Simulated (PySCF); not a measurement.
# Si₃⁺: structure of the quartet

Aim: relax Si₃⁺ as a quartet from a equilateral triangle start, check by its vibrations whether the end is a minimum, and collect its spectrum and constants.

Computed with PySCF 2.14.0. Level: PBE0, basis Si def2-TZVP, no relativity, density fitting.

## 1. Where the work starts

3 atoms, charge 1, spin multiplicity 4.

Bond lengths: Si1–Si2 2.320 Å, Si1–Si3 2.320 Å, Si2–Si3 2.320 Å. Angles: Si2–Si1–Si3 60.0°, Si1–Si2–Si3 60.0°, Si1–Si3–Si2 60.0°.

```xyz
3
charge 1 multiplicity 4
Si    0.6697   -1.1600    0.0000
Si   -1.3395    0.0000    0.0000
Si    0.6697    1.1600    0.0000
```

## 2. Finding the electronic state

The steps below are one call of a driver around PySCF. For each, scf.py gives the equivalent set-up of the SCF; relaxations use the driver's own optimiser. After this first run the driver tries any further starts and a stability analysis.

The input, scf.py:

```python
from pyscf import gto, scf, dft
mol = gto.M(atom='''
Si     0.669730    -1.160010     0.000000
Si    -1.339460     0.000010     0.000000
Si     0.669720     1.160010     0.000000''',
    basis={'Si': 'def2-TZVP'},
    charge=1, spin=3)
mf = dft.UKS(mol, xc='PBE0')
mf.grids.atom_grid = (50, 194)
aux = {'Si': 'def2-universal-JKFIT'}
mf = mf.density_fit(auxbasis=aux)
mf.conv_tol = 1e-08
mf.diis_space = 10
mf.max_cycle = 60
mf.init_guess = 'minao'
mf.verbose = 4
mf.kernel()
```

Launch:

```bash
$ OMP_NUM_THREADS=4 python axn.py task.json out
```

The program printed:

```text
init E= -868.162474714887
[... the frontier-level lines of each cycle are left out ...]
cycle= 1 E= -867.701908040101  delta_E= 0.461  |g|= 0.178  |ddm|= 1.22
cycle= 2 E= -867.723050720371  delta_E= -0.0211  |g|= 0.0928  |ddm|= 0.47
cycle= 3 E= -867.725089870243  delta_E= -0.00204  |g|= 0.0157  |ddm|= 0.0897
cycle= 4 E= -867.72525455308  delta_E= -0.000165  |g|= 0.00809  |ddm|= 0.0245
cycle= 5 E= -867.72531019917  delta_E= -5.56e-05  |g|= 0.00225  |ddm|= 0.0133
cycle= 6 E= -867.725316217271  delta_E= -6.02e-06  |g|= 0.000335  |ddm|= 0.00404
cycle= 7 E= -867.725316531438  delta_E= -3.14e-07  |g|= 0.000115  |ddm|= 0.00116
cycle= 8 E= -867.725316544135  delta_E= -1.27e-08  |g|= 0.000132  |ddm|= 0.000395
cycle= 9 E= -867.725316561705  delta_E= -1.76e-08  |g|= 1.06e-05  |ddm|= 0.000189
cycle= 10 E= -867.72531656192  delta_E= -2.15e-10  |g|= 9.89e-07  |ddm|= 3.44e-05
Extra cycle  E= -867.725316561927  delta_E= -6.37e-12  |g|= 4.32e-07  |ddm|= 2.32e-06
converged SCF energy = -867.725316561927  <S^2> = 3.7657415  2S+1 = 4.007863
```

This step, with its further starts and checks, ran for 11 s (4 threads of Arm Neoverse V1, shared host).

The starts that the driver tried:

```csv
start,energy (Eh)
the minimal-basis guess,-867.725317
a thermally smeared density,-867.725317
a smeared PBE density,-867.725317
```

The test of internal stability and the other starts found no lower solution of this spin.

## 3. Relaxing the quartet from the equilateral triangle start

The program finds D3h symmetry in the start, which this walk keeps. The walk stops when the largest gradient is under 0.0003 Eh/bohr and the energy has settled too.

Changes to scf.py since step 2:

```diff
@@ -3,3 +3,3 @@
-Si     0.669730    -1.160010     0.000000
-Si    -1.339460     0.000010     0.000000
-Si     0.669720     1.160010     0.000000''',
+Si     0.669730    -1.160007     0.000000
+Si    -1.339460     0.000000     0.000000
+Si     0.669731     1.160007     0.000000''',
@@ -15 +14,0 @@
-mf.init_guess = 'minao'
```

Energy and gradient, step by step:

```csv
step,energy (Eh),change (kJ/mol),largest symmetric gradient (Eh/bohr)
0,-867.725317,0.00,0.00659
1,-867.725542,-0.59,0.00282
2,-867.725590,-0.72,0.00016
3,-867.725590,-0.72,0.00000
```

The walk took 5.4 s.

It settles in D3h symmetry, 0.7 kJ/mol below the start, after 3 steps: Si–Si 2.295 Å (×3); Si–Si–Si 60.0° (×3).

## 4. Vibrations and properties at this point

The point is checked on the finer grid, and tightened if its gradient asks for it. The Hessian and the dipole derivatives come from central differences of analytic gradients, with steps of 0.02 bohr.

Changes to scf.py since step 3:

```diff
@@ -3,3 +3,3 @@
-Si     0.669730    -1.160007     0.000000
-Si    -1.339460     0.000000     0.000000
-Si     0.669731     1.160007     0.000000''',
+Si     0.662543    -1.147559     0.000000
+Si    -1.325086     0.000000     0.000000
+Si     0.662544     1.147558     0.000000''',
@@ -9 +9 @@
-mf.grids.atom_grid = (50, 194)
+mf.grids.atom_grid = (75, 302)
@@ -12 +12 @@
-mf.conv_tol = 1e-08
+mf.conv_tol = 1e-10
```

This SCF starts from the last density.

SCF at the final geometry:

```text
init E= -867.725613270362
[... the frontier-level lines of each cycle are left out ...]
cycle= 1 E= -867.725613270364  delta_E= -1.25e-12  |g|= 4e-07  |ddm|= 9.13e-07
Extra cycle  E= -867.725613270364  delta_E=    0  |g|= 4.31e-07  |ddm|= 8.84e-07
converged SCF energy = -867.725613270364  <S^2> = 3.7655246  2S+1 = 4.0077548
```

The whole step took 19 s.

Geometry: D3h; Si–Si 2.295 Å (×3); Si–Si–Si 60.0° (×3).

Harmonic modes (main isotopes):

| symmetry | ω (cm⁻¹) | IR (km/mol) | μ (u) |
| --- | --- | --- | --- |
| e' | 404 | 15.4 | 27.98 |
| a1' | 492 | 0.0 | 27.98 |

No imaginary mode, so this is a minimum.

Constants and moments:

- Dipole moment about the centre of mass: 0.00 D
- Highest occupied level: -12.34 eV
- Lowest empty level: -9.90 eV
- Rotational constants: 0.2288, 0.2288, 0.1144 cm⁻¹
- Zero-point energy: 7.8 kJ/mol
- Principal polarisabilities: 59.1, 90.1, 90.1 bohr³
- Principal traceless quadrupole moments about the centre of mass: -8.91, 4.46, 4.46 D Å
- Entropy at 298.15 K and 1 bar (electronic part: spin only): 276.5 J/(mol K)
- Heat capacity Cp at 298.15 K: 50.8 J/(mol K)
- Enthalpy at 298.15 K above 0 K: 12.13 kJ/mol
- Rotational symmetry number: 6
- Spin squared ⟨S²⟩: 3.766

Populations by atom (charges in e):

```tsv
atom	Mulliken	Löwdin	polar tensor	spin (Mulliken)	Mayer order to Si1
Si1	0.33	0.33	0.33	1.00	–
Si2,3	0.33	0.33	0.33	1.00	1.27
```

Mulliken populations on Si1: s 5.71, p 7.79, d 0.15, f 0.01.

## 5. Results

| quantity | value |
| --- | --- |
| minimum | quartet, D3h |
| geometry | Si–Si 2.295 Å (×3); Si–Si–Si 60.0° (×3) |
| wavenumbers (cm⁻¹) | 404 (e'), 492 (a1') |
| dipole moment (centre of mass) | 0.00 D |
| highest occupied, lowest empty level (either spin) | -12.34, -9.90 eV |
| polar-tensor charge of Si1 | +0.33 e |
| zero-point energy | 7.8 kJ/mol |
| entropy at 298.15 K | 276.5 J/(mol K) |
| ⟨S²⟩ | 3.766 |

What this shows: The equilateral triangle start keeps its D3h symmetry and ends in a minimum. The strongest infrared band lies at 404 cm⁻¹ (e'). Only this shape and spin were tried, so other structures or states may lie lower.

The search up to here took 36 s.
